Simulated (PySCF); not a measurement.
# Stretching SiB⁺

Set-up: PySCF, no relativity, basis sets Si STO-3G, B STO-3G. Energies in eV from Si⁺ + B in their ground configurations at the same level. State: ³Π (triplet), unpaired electrons σ ↑, π ↑.

All columns are PBE0. A positive dipole points towards B; it is taken about the centre of mass and depends on that origin.

```json
{"R (Å)": "1.748", "E (eV)": "-3.076", "μ (D)": "0.96", "Mulliken charge on Si (basis-dependent)": "0.80", "HOMO (eV)": "-11.95", "LUMO (eV)": "-10.01", "Mayer bond order": "1.49", "⟨S²⟩": "2.00"}
{"R (Å)": "1.829", "E (eV)": "-3.572", "μ (D)": "0.93", "Mulliken charge on Si (basis-dependent)": "0.79", "HOMO (eV)": "-11.84", "LUMO (eV)": "-9.56", "Mayer bond order": "1.48", "⟨S²⟩": "2.00"}
{"R (Å)": "1.910", "E (eV)": "-3.847", "μ (D)": "0.89", "Mulliken charge on Si (basis-dependent)": "0.77", "HOMO (eV)": "-11.65", "LUMO (eV)": "-9.14", "Mayer bond order": "1.47", "⟨S²⟩": "2.00"}
{"R (Å)": "1.971", "E (eV)": "-3.944", "μ (D)": "0.87", "Mulliken charge on Si (basis-dependent)": "0.76", "HOMO (eV)": "-11.34", "LUMO (eV)": "-8.86", "Mayer bond order": "1.45", "⟨S²⟩": "2.00"}
{"R (Å)": "2.032", "E (eV)": "-3.968", "μ (D)": "0.86", "Mulliken charge on Si (basis-dependent)": "0.76", "HOMO (eV)": "-11.04", "LUMO (eV)": "-8.60", "Mayer bond order": "1.43", "⟨S²⟩": "2.00"}
{"R (Å)": "2.093", "E (eV)": "-3.937", "μ (D)": "0.85", "Mulliken charge on Si (basis-dependent)": "0.75", "HOMO (eV)": "-10.78", "LUMO (eV)": "-8.36", "Mayer bond order": "1.40", "⟨S²⟩": "2.00"}
{"R (Å)": "2.174", "E (eV)": "-3.834", "μ (D)": "0.86", "Mulliken charge on Si (basis-dependent)": "0.73", "HOMO (eV)": "-10.45", "LUMO (eV)": "-8.07", "Mayer bond order": "1.35", "⟨S²⟩": "2.01"}
{"R (Å)": "2.276", "E (eV)": "-3.643", "μ (D)": "0.90", "Mulliken charge on Si (basis-dependent)": "0.71", "HOMO (eV)": "-10.10", "LUMO (eV)": "-7.74", "Mayer bond order": "1.25", "⟨S²⟩": "2.01"}
{"R (Å)": "2.398", "E (eV)": "-3.372", "μ (D)": "1.01", "Mulliken charge on Si (basis-dependent)": "0.69", "HOMO (eV)": "-9.74", "LUMO (eV)": "-7.39", "Mayer bond order": "1.12", "⟨S²⟩": "2.01"}
{"R (Å)": "2.560", "E (eV)": "-2.998", "μ (D)": "1.22", "Mulliken charge on Si (basis-dependent)": "0.65", "HOMO (eV)": "-9.37", "LUMO (eV)": "-6.99", "Mayer bond order": "0.94", "⟨S²⟩": "2.01"}
```

A fit through these points gives, at Re = 2.026 Å, μ = 0.86 D and dμ/dR = -0.200 D/Å; the reduced mass is 7.9 u.

Q: How strong is the fundamental in the double-harmonic approximation, I = 42.26·(dμ/dR)²/μred km/mol?

A: I = 42.26·(-0.200)²/7.9 = 0.214 km/mol at PBE0.

For an ion De counts to the pair picked by the measured ionisation energies or electron affinities, which need not be the lowest pair at this level. STO-3G is very small, so such numbers show the basis as much as the molecule. The state was picked by a PBE0 search and need not be the measured ground state.
